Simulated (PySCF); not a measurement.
SiF4, SMILES F[Si](F)(F)F.

Geometry: ωB97X-D3(BJ)/def2-SVP. The isomer is the one that the SMILES or the coordinates give; other isomers of the formula were not compared.

Two levels are set side by side: TDA-PBE/def2-SVPD (PySCF) and TDA-ωB97X/def2-SVPD (PySCF). Vertical, same geometry. The lowest singlet is HOMO→LUMO 100 % with PBE and HOMO→LUMO 87 % with the other functional; states are paired by order. Differences are taken from unrounded values.

```json
[
 {"quantity": "lowest singlet excitation (eV)", "TDA-ωB97X": "11.27"},
 {"quantity": "lowest triplet excitation (TDA) (eV)", "TDA-ωB97X": "10.91"},
 {"quantity": "first bright state (f over 0.05) (eV)", "TDA-ωB97X": "12.41"},
 {"quantity": "its oscillator strength", "TDA-ωB97X": "0.27"}
]
```

### Question
What does TDA-PBE give, and how far is it from TDA-ωB97X? (An estimate is asked for; the answer gives what the named calculation found.)

### Answer

```json
[
 {"quantity": "lowest singlet excitation (eV)", "TDA-PBE": "9.41", "TDA-PBE minus TDA-ωB97X": "-1.86"},
 {"quantity": "lowest triplet excitation (TDA) (eV)", "TDA-PBE": "9.17", "TDA-PBE minus TDA-ωB97X": "-1.74"},
 {"quantity": "first bright state (f over 0.05) (eV)", "TDA-PBE": "10.47", "TDA-PBE minus TDA-ωB97X": "-1.94"},
 {"quantity": "its oscillator strength", "TDA-PBE": "0.12", "TDA-PBE minus TDA-ωB97X": "-0.14"}
]
```

Functionals without exact exchange tend to place singlet excitations lower, as here. Differences between two approximate levels are no errors against the true value.

Rough cost on one machine, each run with all the roots and properties that it gave: TDA-ωB97X against TDA-PBE about 4 times.
